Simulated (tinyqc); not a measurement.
Worked calculation: CCSD on RHF in the sto-3g basis, frozen core, for LiH, spin multiplicity 1. One step of it, computed by the program tinyqc.

Question. Iteration 1: building the Fock matrix. J_ij = sum D_kl (ij|kl), K_ij = sum D_kl (ik|jl); F = H + J - 0.5 K; E = tr D H + tr D J / 2 - 0.25 tr D K + E_nn.

D at the start, lower triangle:
```
            1Li 1s    1Li 2s   1Li 2px   1Li 2py   1Li 2pz     2H 1s
1Li 1s    2.075279
1Li 2s   -0.232335  1.056892
1Li 2px   0.000000  0.000000  0.000000
1Li 2py   0.000000  0.000000  0.000000  0.000000
1Li 2pz  -0.004153  0.020168  0.000000  0.000000  0.005283
2H 1s     0.005322  0.073891  0.000000  0.000000  0.065483  0.843432
```

core Hamiltonian H = T + V (hartree), lower triangle:
```
            1Li 1s     1Li 2s    1Li 2px    1Li 2py    1Li 2pz      2H 1s
1Li 1s   -4.754009
1Li 2s   -1.068466  -1.404629
1Li 2px   0.000000   0.000000  -1.143307
1Li 2py   0.000000   0.000000   0.000000  -1.143307
1Li 2pz  -0.017806  -0.126401   0.000000   0.000000  -1.244915
2H 1s    -0.358957  -0.743460   0.000000   0.000000  -0.877429  -1.506465
```

Two-electron integrals (ij|kl) in chemists' order, unique and non-zero (hartree):
```
(11|11) 1.680395   (21|11) 0.265420   (21|21) 0.049941   (22|11) 0.397727
(22|21) 0.092860   (22|22) 0.290562   (31|31) 0.008981   (32|31) 0.013788
(32|32) 0.064184   (33|11) 0.396640   (33|21) 0.092880   (33|22) 0.290497
(33|33) 0.312946   (41|41) 0.008981   (42|41) 0.013788   (42|42) 0.064184
(43|43) 0.016869   (44|11) 0.396640   (44|21) 0.092880   (44|22) 0.290497
(44|33) 0.279207   (44|44) 0.312946   (51|51) 0.008981   (52|51) 0.013788
(52|52) 0.064184   (53|53) 0.016869   (54|54) 0.016869   (55|11) 0.396640
(55|21) 0.092880   (55|22) 0.290497   (55|33) 0.279207   (55|44) 0.279207
(55|55) 0.312946   (61|11) 0.084528   (61|21) 0.015973   (61|22) 0.030153
(61|33) 0.029797   (61|44) 0.029797   (61|51) 0.001886   (61|52) 0.003616
(61|55) 0.030880   (61|61) 0.005583   (62|11) 0.163467   (62|21) 0.038452
(62|22) 0.123217   (62|33) 0.117345   (62|44) 0.117345   (62|51) 0.006299
(62|52) 0.035186   (62|55) 0.134831   (62|61) 0.014596   (62|62) 0.081733
(63|31) 0.003422   (63|32) 0.014988   (63|53) 0.005712   (63|63) 0.006564
(64|41) 0.003422   (64|42) 0.014988   (64|54) 0.005712   (64|64) 0.006564
(65|11) 0.192766   (65|21) 0.045899   (65|22) 0.152982   (65|33) 0.142893
(65|44) 0.142893   (65|51) 0.009839   (65|52) 0.053797   (65|55) 0.172967
(65|61) 0.018281   (65|62) 0.112030   (65|65) 0.156500   (66|11) 0.346095
(66|21) 0.082947   (66|22) 0.288444   (66|33) 0.263785   (66|44) 0.263785
(66|51) 0.016577   (66|52) 0.108012   (66|55) 0.337280   (66|61) 0.033266
(66|62) 0.234504   (66|65) 0.335251   (66|66) 0.774606
```

nuclear repulsion = 1.04374203 hartree

Give: Coulomb J; exchange K; Fock matrix F; total energy of this density.

Answer.

Coulomb J (hartree), lower triangle:
```
         1Li 1s  1Li 2s  1Li 2px  1Li 2py  1Li 2pz   2H 1s
1Li 1s   4.1286
1Li 2s   0.7081  1.3727
1Li 2px  0.0000  0.0000   1.3473
1Li 2py  0.0000  0.0000   0.0000   1.3473
1Li 2pz  0.0167  0.1059   0.0000   0.0000   1.4160
2H 1s    0.2328  0.6784   0.0000   0.0000   0.8634  1.7228
```

exchange K (hartree), lower triangle:
```
         1Li 1s  1Li 2s  1Li 2px  1Li 2py  1Li 2pz   2H 1s
1Li 1s   3.4250
1Li 2s   0.5640  0.4601
1Li 2px  0.0000  0.0000   0.0887
1Li 2py  0.0000  0.0000   0.0000   0.0887
1Li 2pz  0.0232  0.1277   0.0000   0.0000   0.2444
2H 1s    0.2141  0.3914   0.0000   0.0000   0.3749  0.8286
```

Fock matrix F (hartree), lower triangle:
```
          1Li 1s   1Li 2s  1Li 2px  1Li 2py  1Li 2pz    2H 1s
1Li 1s   -2.3379
1Li 2s   -0.6424  -0.2620
1Li 2px   0.0000   0.0000   0.1597
1Li 2py   0.0000   0.0000   0.0000   0.1597
1Li 2pz  -0.0127  -0.0844   0.0000   0.0000   0.0489
2H 1s    -0.2332  -0.2608   0.0000   0.0000  -0.2015  -0.1980
```

total energy of this density = -7.672379 hartree

This density is the starting one; it is not idempotent, so its energy is not variational and may lie below the converged one.
